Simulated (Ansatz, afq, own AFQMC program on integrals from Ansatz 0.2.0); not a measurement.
## Where AFQMC and coupled cluster stand for Re⁺, septet

A free Re cation.

Basis def2-TZVPP with its core potentials. Noble-gas cores (and the filled d shells of Ga–Kr and In–Xe) are frozen. AFQMC by an in-house program on the Cholesky factors that Ansatz 0.2.0 writes for its CCSD(T) run. ph-AFQMC/CISD is guided by a CISD state made of CCSD amplitudes; releasing the constraint for a short imaginary time cuts its bias at the price of noise, slowly where states lie close. Error bars are statistical, one sigma. No spin–orbit coupling. The metal's outer-core s and p shells are frozen, which shifts wave-function levels against functionals.

Determinant: UHF, the one that the program's search chose, which needn't be the lowest solution.

No full CI on the walks' own integrals is used here; CCSDT(Q) serves as the reference and is uncertain by about the last step of the cluster series.

Cautions: no spin-orbit coupling; outer-core shells of the metal frozen.

- T1 diagnostic: 0.0040
- weight of the determinant in the CISD state: 0.969
- ⟨S²⟩ of the determinant: 12.004
- size of the correlated space: 6 electrons in 52 orbitals

```tsv
level	correlation energy (eV)
MP2	-1.9949
CCSD	-2.1879
CCSD(T)	-2.2283
```

(1) Estimate where AFQMC with the constraint released lies against CCSD(T) on the same integrals.

(1) 0.5 ± 0.05 kJ/mol below CCSD(T).

Reference: CCSDT(Q), correlation energy -2.233 eV. The released energy is read at 4.20 1/Eh (meV from the phaseless value at times in 1/Eh: -1.1 ± 0.4 at 0.60, -2.1 ± 0.8 at 1.20, -2.4 ± 0.4 at 2.00, -2.5 ± 0.4 at 3.00, -3.1 ± 0.5 at 4.20).

| level | E − E(reference) (kJ/mol) | share of correlation (%) |
| --- | --- | --- |
| CCSD(T) | 0.5 | 99.78 |
| CCSDT | 0.0 | 99.98 |
| ph-AFQMC/CISD | 0.2 ± 0.06 | 99.89 |
| released AFQMC | -0.1 ± 0.05 | 100.03 |

A walk keeps the symmetry of its determinant, which the program's search chose and which needn't be the lowest solution, so a lower state of the same spin and another symmetry isn't excluded. Released energies are given only where the last usable release times agree within the noise; a slower fall can still hide under it.
